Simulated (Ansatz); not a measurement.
# SiNH₄+ (SMILES N[SiH2+]): functionals against CCSD(T) at one geometry

How do the functionals fare away from a minimum? The structure is a structure displaced at random from a GFN2-xTB minimum.

Program: Ansatz 0.2.0, Gaussian basis. Level of theory: single points in def2-TZVPP. These are calculated values, not measurements.

Correlated methods freeze the cores.

## Step 1: Starting geometry

6 atoms, charge 1, spin multiplicity 1.

Atoms are counted from 1 here; the program's logs count them from 0.

Bond lengths: N1–Si2 1.675 Å, N1–H3 0.947 Å, N1–H4 1.045 Å, Si2–H5 1.465 Å, Si2–H6 1.376 Å. Angles: Si2–N1–H3 133.2°, Si2–N1–H4 118.2°, H3–N1–H4 107.7°, N1–Si2–H5 111.7°, N1–Si2–H6 120.9°, H5–Si2–H6 126.5°.

As a file:

```xyz
6
charge 1, multiplicity 1
N     0.0415   -0.8546    0.0816
Si   -0.0550    0.8073   -0.1010
H     0.2821   -1.5583   -0.5053
H    -0.3795   -1.2831    0.9362
H     0.5856    1.2555   -1.3404
H    -0.5032    1.6072    0.9255
```

## Step 2: CCSD(T)/def2-TZVPP

run/in.yaml

```yaml
crystal:
  periodic: [false, false, false]
  atoms:
    - {symbol: N, position_ang: [0.041500, -0.854600, 0.081600]}
    - {symbol: Si, position_ang: [-0.055000, 0.807300, -0.101000]}
    - {symbol: H, position_ang: [0.282100, -1.558300, -0.505300]}
    - {symbol: H, position_ang: [-0.379500, -1.283100, 0.936200]}
    - {symbol: H, position_ang: [0.585600, 1.255500, -1.340400]}
    - {symbol: H, position_ang: [-0.503200, 1.607200, 0.925500]}
basis:
  gaussian: {orbitals: def2-TZVPP}
total_charge: 1
correlation: {method: ccsd_t}
output: {forces: true}
```

The command line of these runs was not kept.

## Step 3: PBE0-D4/def2-TZVPP

Edit run/in.yaml of step 2 so:

```diff
@@ -12,3 +12,3 @@
 total_charge: 1
-correlation: {method: ccsd_t}
-output: {forces: true}
+hamiltonian: {xc: pbe0, dispersion: d4}
+output: {forces: true, orbitals: {seedname: orbitals}}
```

## Step 4: wB97M-V/def2-TZVPP

Edit run/in.yaml of step 3 so:

```diff
@@ -12,3 +12,3 @@
 total_charge: 1
-hamiltonian: {xc: pbe0, dispersion: d4}
-output: {forces: true, orbitals: {seedname: orbitals}}
+hamiltonian: {xc: {name: wB97M-V}}
+output: {forces: true}
```

## Step 5: r2SCAN-D4/def2-TZVPP

Edit run/in.yaml of step 4 so:

```diff
@@ -12,3 +12,3 @@
 total_charge: 1
-hamiltonian: {xc: {name: wB97M-V}}
+hamiltonian: {xc: r2scan, dispersion: d4}
 output: {forces: true}
```

## Step 6: PBE-D4/def2-TZVPP

Edit run/in.yaml of step 5 so:

```diff
@@ -12,3 +12,3 @@
 total_charge: 1
-hamiltonian: {xc: r2scan, dispersion: d4}
+hamiltonian: {xc: pbe, dispersion: d4}
 output: {forces: true}
```

## Step 7: BHLYP-D4/def2-TZVPP

Edit run/in.yaml of step 6 so:

```diff
@@ -12,3 +12,3 @@
 total_charge: 1
-hamiltonian: {xc: pbe, dispersion: d4}
+hamiltonian: {xc: {name: BHLYP}, dispersion: d4}
 output: {forces: true}
```

## Step 8: CAM-B3LYP-D4/def2-TZVPP

Edit run/in.yaml of step 7 so:

```diff
@@ -12,3 +12,3 @@
 total_charge: 1
-hamiltonian: {xc: {name: BHLYP}, dispersion: d4}
+hamiltonian: {xc: {name: CAM-B3LYP}, dispersion: d4}
 output: {forces: true}
```

(Steps that only read results are left out.)

What does the calculation give? Wanted: energy less free atoms, CCSD(T)/def2-TZVPP; RMS force component; RMS force error; HOMO and LUMO, PBE0-D4; T1 diagnostic.

As calculated:

| quantity | value |
| --- | --- |
| energy less free atoms, CCSD(T)/def2-TZVPP | -250.8 kcal/mol |
| RMS force component | 1.822 to 1.884 eV/Å over the methods |
| RMS force error | PBE0-D4 0.113, wB97M-V 0.085, r2SCAN-D4 0.072, PBE-D4 0.164, BHLYP-D4 0.212, CAM-B3LYP-D4 0.133 eV/Å |
| HOMO and LUMO, PBE0-D4 | -15.25 and -8.36 eV |
| T1 diagnostic | 0.016 |

**Reading.** Against CCSD(T) the functionals' energies less atoms differ by -16.3 to -5.1 kcal/mol, PBE-D4 by -13.5 kcal/mol. The reference is not at the basis limit: in triple zeta CCSD(T) underbinds, which counts against methods that bind more; the gaps are no ranking. On forces the order runs from r2SCAN-D4 to BHLYP-D4. Frozen-core CCSD(T) forces in triple zeta carry basis errors of their own, and this is one geometry, so small gaps rank nothing.
